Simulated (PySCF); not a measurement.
# Gas-phase XPS of pyrazine, computed

Compound: pyrazine, C4H4N2.
Bonds: C1–C2 (aromatic), C2–N3 (aromatic), N3–C4 (aromatic), C4–C5 (aromatic), C5–N6 (aromatic), C1–N6 (aromatic). Hydrogens: H7 on C1; H8 on C2; H9 on C4; H10 on C5.

Method used: PySCF 2.14.0, delta-SCF UKS SCAN, pcX-2 on the ionised atom, pcseg-1 elsewhere, spin-free X2C. Each binding energy is the total energy of the core-ionised species, with the hole localised on one atom, minus that of the ground state; both are solved self-consistently, so orbital relaxation is included.

Q: What binding energy does each computed site have?

A: 
```csv
atom(s),environment,level,binding energy (eV),count
N3/N6,pyridine-type nitrogen,N 1s,405.41,2
C1/C2/C4/C5,aromatic CH next to a ring nitrogen,C 1s,291.76,4
```

Q: Which photon wavelength matches the N 1s of N3/N6 threshold?

A: λ = hc/E = 12398.42 eV Å / 405.41 eV = 30.582 Å.

Atoms equivalent by their bonding share one computed value, that of the first of them. Isolated species at its PBE0-D3(BJ)/def2-SVP geometry, gas phase.

Hardware: an Arm Neoverse V1 with one thread, shared host. Cost: 15 s wall.
